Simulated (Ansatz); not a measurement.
One change: `[SiH]S` becomes `C[Si]S`.

Ansatz, PBE0-D4/def2-TZVP geometries, multiplicity 1. Each molecule was computed in one conformer, which needn't be the lowest.

| property | `[SiH]S` |
| --- | --- |
| size of the dipole moment (B3LYP/def2-TZVPP) / D | 0.70 |
| HOMO–LUMO gap (PBE/def2-TZVPP) / eV | 2.53 |
| zero-point energy (PBE0-D4/def2-TZVP) / kJ/mol | 44.6 |
| LUMO energy (PBE0/def2-TZVPP) / eV | -2.50 |
| HOMO energy (PBE/def2-TZVPP) / eV | -5.82 |
| vertical ionisation energy (CCSD(T)/CBS(def2)) / eV | 9.29 |

Q: Give the same properties after the change, and the shifts. (Estimate.)

A: The calculation gave: 
```json
{"property": "size of the dipole moment (B3LYP/def2-TZVPP) / D", "`C[Si]S`": "0.42", "shift": "-0.28"}
{"property": "HOMO–LUMO gap (PBE/def2-TZVPP) / eV", "`C[Si]S`": "2.56", "shift": "0.03"}
{"property": "zero-point energy (PBE0-D4/def2-TZVP) / kJ/mol", "`C[Si]S`": "120.5", "shift": "75.9"}
{"property": "LUMO energy (PBE0/def2-TZVPP) / eV", "`C[Si]S`": "-2.06", "shift": "0.44"}
{"property": "HOMO energy (PBE/def2-TZVPP) / eV", "`C[Si]S`": "-5.41", "shift": "0.41"}
{"property": "vertical ionisation energy (CCSD(T)/CBS(def2)) / eV", "`C[Si]S`": "8.76", "shift": "-0.53"}
```

The zero-point energy changes by 75.9 kJ/mol with +9 modes. Dipoles are sizes alone; their direction can turn.

B3LYP here is the variant with VWN-RPA as its local correlation; programs differ in this.
